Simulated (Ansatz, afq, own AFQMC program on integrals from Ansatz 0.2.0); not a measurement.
# O, quintet in 6-31G, levels against full CI

A free O atom.

Basis 6-31G. Noble-gas cores (and the filled d shells of Ga–Kr and In–Xe) are frozen. Integrals, coupled cluster, full CI and functionals: Ansatz 0.2.0; the random walks run on the same integrals in our own AFQMC program. ph-AFQMC/CISD is guided by a CISD state made of CCSD amplitudes; releasing the constraint for a short imaginary time cuts its bias at the price of noise, slowly where states lie close. ± is one standard error of the sampling.

Determinant: UHF, the one that the program's search chose, which needn't be the lowest solution.

Full CI on the same integrals is exact in this basis and with this determinant's frozen core.

Cautions: another spin lies lower (by 26.73 eV); in this basis the state lies above a state of the ion, a sign that the basis lacks the diffuse functions it needs, so its energy is an artefact of the basis; the ph-AFQMC/CISD walk drifts between its halves (2.2 errors).

* T1 diagnostic: 0.0035
* weight of the determinant in the CISD state: 0.967
* ⟨S²⟩ of the determinant: 6.005
* size of the correlated space: 6 electrons in 8 orbitals

| level | correlation energy (eV) |
| --- | --- |
| MP2 | -0.6096 |
| CCSD | -1.0509 |
| CCSD(T) | -1.0606 |

Problem. Estimate where full CI lies against CCSD(T) on the same integrals.

Solution. 3.3 meV below CCSD(T).

Reference: full CI, correlation energy -1.064 eV. The released energy is read at 2.40 1/Eh (meV from the phaseless value at times in 1/Eh: -0.2 ± 0.4 at 0.24, -0.5 ± 0.3 at 0.51, -1.40 ± 0.23 at 0.99, -2.30 ± 0.21 at 1.62, -2.4 ± 0.3 at 2.40).

```
         level  E − E(reference) (meV)  share of correlation (%)
       CCSD(T)                     3.3                     99.69
 ph-AFQMC/CISD               3.1 ± 0.3                     99.71
released AFQMC               0.7 ± 0.3                     99.94
```

Released energies are given only where the last usable release times agree within the noise; a slower fall can still hide under it.
